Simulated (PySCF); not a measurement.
The group X on ethyl-X is varied. Gas-phase values, no solvent. One relaxed conformer stands for each flexible species; it need not be the lowest. Strings in code marks are SMILES.

Calculation: B3LYP-D3(BJ)/def2-TZVP run with PySCF. B3LYP has the VWN-RPA correlation part, as in Gaussian. Excitations are Tamm–Dancoff values on a coarser integration grid. The basis has no diffuse functions, so Rydberg states are missing or too high.

```
species                                      T1 excitation (TDA) (eV)  HOMO (eV)  S1–T1 gap (TDA) (eV)  S1 oscillator strength
-------------------------------------------  ------------------------  ---------  --------------------  ----------------------
X = ethyl (`C(CC)C` (C–C–C–C torsion 180°))                      8.46      -8.83                  0.28                   0.000
X = bromo (`CCBr`)                                               5.37      -7.58            (withheld)                   0.001
X = cyano (`CCC#N`)                                              6.44      -9.09                  1.29              (withheld)
X = boryl                                                  (withheld)      -8.62                  0.56                   0.001
X = borono (`CCB(O)O`)                                     (withheld)      -8.49                  0.22                   0.032
X = selanyl                                                      4.33      -6.24            (withheld)              (withheld)
```

**Question.** Complete the blanks.

**Answer.** 
- X = bromo (`CCBr`), S1–T1 gap (TDA) (eV): 0.69
- X = cyano (`CCC#N`), S1 oscillator strength: 0.000
- X = boryl, T1 excitation (TDA) (eV): 5.13
- X = borono (`CCB(O)O`), T1 excitation (TDA) (eV): 7.59
- X = selanyl, S1–T1 gap (TDA) (eV): 0.48
- X = selanyl, S1 oscillator strength: 0.001
